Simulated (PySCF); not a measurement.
# Basis-set dependence of population analyses: `C[C@@H]1S[C@@H]1F`

Compound: C3H5FS.
Geometry (PBE0-D3(BJ)/def2-SVP, Å), atoms numbered from 1 in this order:
```xyz
10
C3H5FS angstrom
C      1.2145   -0.0276    0.2326
C     -0.0295    0.3156   -0.5369
S     -1.1382    1.6223    0.1111
C     -1.3398   -0.1560   -0.0493
F     -1.3559   -0.8997    1.0761
H      1.5846   -1.0192   -0.0762
H      1.0113   -0.0511    1.3109
H      2.0081    0.7078    0.0397
H      0.0893    0.3532   -1.6271
H     -2.1056   -0.4985   -0.7552
```

PBE0 throughout (PySCF), one geometry, spherical d and f functions. Isolated species at its PBE0-D3(BJ)/def2-SVP geometry, gas phase. Atoms taken as equivalent share a column and are averaged. The first 7 of 8 kinds of atom are listed.

Mulliken charges (e):

| basis | functions | C1 | C2 | S3 | C4 | F5 | H6/H7/H8 | H9 |
| --- | --- | --- | --- | --- | --- | --- | --- | --- |
| STO-3G | 34 | -0.236 | -0.149 | +0.080 | -0.046 | -0.089 | +0.088 | +0.089 |
| 6-31G | 59 | -0.461 | -0.422 | +0.212 | -0.054 | -0.291 | +0.192 | +0.225 |
| pcSseg-0 | 59 | -0.547 | -0.686 | +0.263 | -0.051 | -0.329 | +0.251 | +0.303 |
| 6-31G* | 84 | -0.518 | -0.308 | +0.011 | +0.096 | -0.296 | +0.198 | +0.218 |
| def2-SVP | 99 | +0.034 | -0.273 | -0.108 | +0.207 | -0.213 | +0.057 | +0.097 |
| cc-pVDZ | 99 | -0.007 | -0.225 | -0.083 | +0.188 | -0.186 | +0.060 | +0.068 |
| pcSseg-1 | 117 | -0.188 | -0.377 | -0.048 | +0.191 | -0.278 | +0.131 | +0.163 |
| aug-cc-pVDZ | 164 | +0.322 | +0.133 | +0.080 | +0.980 | -0.513 | -0.075 | -0.436 |
| 6-311+G(2d,p) | 173 | -0.650 | +0.275 | -0.115 | -0.041 | -0.245 | +0.167 | +0.127 |
| def2-TZVP | 191 | -0.356 | -0.056 | -0.143 | +0.080 | -0.187 | +0.133 | +0.136 |
| cc-pVTZ | 224 | -0.268 | -0.120 | -0.149 | +0.152 | -0.183 | +0.111 | +0.127 |
| IGLO-III | 234 | -0.361 | -0.148 | +0.112 | +0.015 | -0.256 | +0.125 | +0.142 |

IAO charges (e):

```
        basis  functions      C1      C2      S3      C4      F5  H6/H7/H8      H9
       STO-3G         34  -0.402  -0.226  +0.124  -0.062  -0.114    +0.141  +0.134
        6-31G         59  -0.436  -0.175  -0.022  +0.067  -0.264    +0.163  +0.170
     pcSseg-0         59  -0.424  -0.199  -0.012  +0.064  -0.251    +0.160  +0.172
       6-31G*         84  -0.418  -0.168  -0.024  +0.109  -0.277    +0.154  +0.159
     def2-SVP         99  -0.408  -0.165  -0.013  +0.111  -0.281    +0.150  +0.154
      cc-pVDZ         99  -0.418  -0.165  -0.023  +0.110  -0.279    +0.153  +0.158
     pcSseg-1        117  -0.417  -0.169  -0.016  +0.108  -0.287    +0.154  +0.159
  aug-cc-pVDZ        164  -0.429  -0.163  -0.027  +0.112  -0.293    +0.158  +0.163
6-311+G(2d,p)        173  -0.430  -0.168  -0.018  +0.107  -0.294    +0.158  +0.163
    def2-TZVP        191  -0.430  -0.170  -0.014  +0.110  -0.294    +0.158  +0.162
      cc-pVTZ        224  -0.431  -0.169  -0.020  +0.111  -0.291    +0.158  +0.163
     IGLO-III        234  -0.432  -0.171  -0.008  +0.106  -0.296    +0.158  +0.163
```

Some averages cover members that differ in this geometry, most widely: H6/H7/H8, Mulliken in aug-cc-pVDZ -0.129 to -0.041; H6/H7/H8, Mulliken in IGLO-III +0.109 to +0.137 e.

Question: Which scheme is steadiest as the basis changes?

Answer: Largest range over the bases for any column: IAO 0.18 e, Mulliken 1.03 e. IAO charges move least and Mulliken charges most, counted in e. Without the minimal STO-3G basis the ranges are IAO 0.05, Mulliken 1.03 e.

Question: How much do the charges still move between the two largest bases, cc-pVTZ and IGLO-III?

Answer: At most, over all atoms: Mulliken 0.261 e, IAO 0.012 e.

Question: What do the same runs give for the total energy, the frontier levels and the dipole moment?

Answer: 
```csv
basis,energy (Eh),HOMO (eV),LUMO (eV),μ (D)
STO-3G,-607.7308,-3.47,4.60,0.99
6-31G,-614.8542,-6.97,0.38,2.43
pcSseg-0,-613.9811,-7.21,0.29,2.35
6-31G*,-614.9380,-6.82,0.31,2.15
def2-SVP,-614.6767,-6.86,0.42,2.04
cc-pVDZ,-614.9762,-6.84,0.37,2.05
pcSseg-1,-614.9229,-7.00,0.11,2.17
aug-cc-pVDZ,-614.9953,-7.01,-0.19,2.11
"6-311+G(2d,p)",-615.0407,-7.02,-0.21,2.10
def2-TZVP,-615.0633,-6.98,0.01,2.05
cc-pVTZ,-615.0597,-6.97,0.07,2.06
IGLO-III,-615.0652,-6.94,0.05,1.97
```

The dipole is fixed by the density alone, so its range of 1.44 D shows that the density itself changes with the basis, not only its division among atoms.
